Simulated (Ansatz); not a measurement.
# BSiH (singlet): RKS PBE0, RPA-PBE over a scan of the angle Si1–B2–H3, 6-31G

How well do these functionals follow the top wave-function level for BSiH (singlet) over a scan of the angle Si1–B2–H3?

The runs use Ansatz 0.2.0, Gaussian basis; 6-31G, all electrons in the functionals, frozen cores in the correlation of double hybrids and RPA.

To be run: RKS PBE0, RPA-PBE, at 69.2°; 90.7°; 102.2°; 123.2°; 140.1°; 156.7°; 180.0°.

11 further runs of the same task are left out: 1 for a mislabelled method, 6 that didn't finish, 4 set aside as unsound or not needed.

## Step 1: The geometry

The geometry derives from a PBE0/def2-TZVP stationary point (not a proven minimum). One angle is set to the value named; bond lengths are kept.

3 atoms, charge 0, spin multiplicity 1.

Atoms are counted from 1 here; the program's logs count them from 0.

Bond lengths: Si1–B2 1.895 Å, B2–H3 1.186 Å. Angles: Si1–B2–H3 180.0°.

Geometry (Å):

```xyz
3
charge 0, multiplicity 1
Si    0.0000    0.0000    1.6588
B     0.0000    0.0000   -0.2364
H     0.0000    0.0000   -1.4224
```

No dispersion term is added.

The geometry shown and the zero of energy belong to the point 180.0°. The yardstick, FCI, and other wave-function levels (R restricted, U unrestricted, valence and pair active spaces) come from earlier runs.

## Step 2: RKS PBE0, 69.2°

in.yaml

```yaml
crystal:
  periodic: [false, false, false]
  atoms:
    - {symbol: Si, position_ang: [0.437374, 0.000000, 0.335745]}
    - {symbol: B, position_ang: [-1.122591, 0.000000, -0.740403]}
    - {symbol: H, position_ang: [-0.146379, 0.000000, -1.413846]}
basis:
  gaussian: {orbitals: 6-31G}
hamiltonian: {xc: {name: PBE0}}
```

Started as:

```
$ ansatz run in.yaml --threads 1 --pin off --events-out ev --progress --plain --max-ram 2393MiB
```

The runs that follow: RKS PBE0, 90.7°; RKS PBE0, 102.2°; RKS PBE0, 123.2°; RKS PBE0, 140.1°; RKS PBE0, 156.7°; RKS PBE0, 180.0°; RPA-PBE, 69.2°; RPA-PBE, 90.7°; RPA-PBE, 102.2°; RPA-PBE, 123.2°; RPA-PBE, 140.1°; RPA-PBE, 156.7°; RPA-PBE, 180.0°.

**Question.** What will the summary of the whole plan be? Wanted: span of the FCI curve; largest miss, RKS PBE0.

**Answer**, as computed:

| quantity | value |
| --- | --- |
| span of the FCI curve | 1.086 eV |
| largest miss, RKS PBE0 | +0.317 eV (69.2°) |

**Reading.** RKS PBE0 strays by up to 0.317 eV, at 69.2°. Functionals and the yardstick converge differently with the basis, so part of each miss in 6-31G is the basis.
